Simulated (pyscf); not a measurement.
PySCF, gas phase, ωB97X-D3(BJ)/def2-SVP geometries.

### Question
Estimate the classical barrier height and the reaction energy of `[CH3][CH]([Cl])[Cl]` + `[H]` [doublet] → `[CH3][CH][Cl]` [doublet] + `[ClH]` at r²SCAN/def2-TZVP. The step runs on the doublet surface, breaks C–Cl and forms Cl–H; take the separated reactants as zero.

### Answer
ΔE‡ = 0.8 kcal/mol, ΔE = -27.7 kcal/mol. ωB97M-D3(BJ)/def2-TZVP gives 10.0 kcal/mol and -24.5 kcal/mol. Zero-point energy shifts the barrier by +0.1 kcal/mol. It is an atom transfer, with an imaginary mode of 1172i cm⁻¹. One saddle was located; it need not be the lowest between these sides. The angle at the transferred Cl is 176°.
